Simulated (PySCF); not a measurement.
# HS (SMILES [SH]): UCCSD(T)/6-31G(d) (spherical functions)

Aim: the energy change on altering one bond length of HS at UCCSD(T)/6-31G* (spherical functions), from 2 runs. The job is set up through a Python script.

The calculation is run with PySCF 2.14.0.

11 further runs of the same task are left out: 11 set aside as unsound or not needed.

## (1) Starting point

HS has 2 atoms, charge 0, and is taken as a doublet. As SMILES, `[SH]`. The shape is that of a GFN2-xTB optimisation.

Bond lengths: S1–H2 1.330 Å.

## (2) A single-point energy at UCCSD(T)/6-31G(d) (spherical functions)

input.py

```python
# [SH]
from pyscf import gto, cc

mol = gto.Mole()
mol.atom = [
    ('S', (0.568010, -0.185670, 0.292090)),
    ('H', (-0.568010, 0.185670, -0.292090)),
]
mol.spin = 1
mol.basis = '6-31g*'
mol.verbose = 3
mol.max_memory = 1860
mol.build()

mf = mol.UHF()
mf.conv_tol = 1e-10
mf.kernel()
if not mf.converged:
    mf = mf.newton().run(mf.mo_coeff, mf.mo_occ)

mycc = cc.CCSD(mf, frozen=5)
mycc.kernel()
e_t = mycc.ccsd_t()
e_tot = mycc.e_tot + e_t
print('E(%s) = %.9f' % ('CCSD(T)', e_tot))
```

Launch:

```sh
$ OMP_NUM_THREADS=1 python input.py
```

What it wrote:

```text
converged SCF energy = -398.062964455475  <S^2> = 0.75763933  2S+1 = 2.0076248
E(UCCSD) = -398.1797425097669  E_corr = -0.1167780542916673
UCCSD(T) correction = -0.00205811110041654
E(CCSD(T)) = -398.181800621
```

Run time: 0.91 s. Hardware: 1 thread of Arm Neoverse V1, shared host; peak memory 0.12 GiB.

## (3) The distorted shape at the same level

job.py

```python
from pyscf import gto, scf, cc

system = gto.M(
    atom='S 1.136061 -0.371353 0.584201; H -0.568010 0.185670 -0.292090',
    basis='6-31g*',
    spin=1,
    verbose=3,
    max_memory=1860,
    charge=0,
)

calc0 = scf.UHF(system)
calc0.conv_tol = 1e-10
calc0.kernel()
if not calc0.converged:
    calc0 = calc0.newton().run(calc0.mo_coeff, calc0.mo_occ)

mycc = cc.CCSD(calc0, frozen=5)
mycc.kernel()
e_t = mycc.ccsd_t()
energy = mycc.e_tot + e_t
print('E(%s) = %.9f' % ('CCSD(T)', energy))
```

Launch:

```sh
$ OMP_NUM_THREADS=1 python job.py
```

What it wrote:

```text
converged SCF energy = -397.971225122868  <S^2> = 0.76929953  2S+1 = 2.0192073
E(UCCSD) = -398.1125147455497  E_corr = -0.1412896226816034
UCCSD(T) correction = -0.00458744308694698
E(CCSD(T)) = -398.117102189
```

It took 0.82 s on 1 thread of Arm Neoverse V1, shared host; peak memory 0.1 GiB.

## (4) Summary of results

Level: UCCSD(T)/6-31G* (spherical functions), 5 core orbitals frozen.

| quantity | value |
| --- | --- |
| first shape: total energy | -398.18180 Eh |
| first shape: dipole moment (Hartree–Fock density) | 1.08 D |
| first shape: HOMO energy (Hartree–Fock orbitals) (highest over α and β) | -10.24 eV |
| first shape: LUMO energy (Hartree–Fock orbitals) (lowest over α and β) | 0.18 eV |
| first shape: correlation energy (5 core orbitals frozen) | -118.8 mEh |
| first shape: (T) correction | -2.06 mEh |
| first shape: ⟨S²⟩ of the reference determinant | 0.758 |
| first shape: T1 diagnostic | 0.007 |
| distorted shape: total energy | -398.11710 Eh |
| distorted shape: dipole moment (Hartree–Fock density) | 0.69 D |
| distorted shape: HOMO energy (Hartree–Fock orbitals) (highest over α and β) | -10.46 eV |
| distorted shape: LUMO energy (Hartree–Fock orbitals) (lowest over α and β) | 0.07 eV |
| distorted shape: correlation energy (5 core orbitals frozen) | -145.9 mEh |
| distorted shape: (T) correction | -4.59 mEh |
| distorted shape: ⟨S²⟩ of the reference determinant | 0.769 |
| distorted shape: T1 diagnostic | 0.037 |
| energy change with the S1–H2 bond stretched from 1.330 to 1.995 Å | 1.761 eV |

In words: With the S1–H2 bond stretched from 1.330 to 1.995 Å the energy rises by 1.76 eV (41 kcal/mol). The first shape isn't relaxed at this level, so the change isn't measured from a minimum. The triples (first shape) make up 1.7 % of the correlation energy. The triples (distorted shape) make up 3.1 % of the correlation energy.
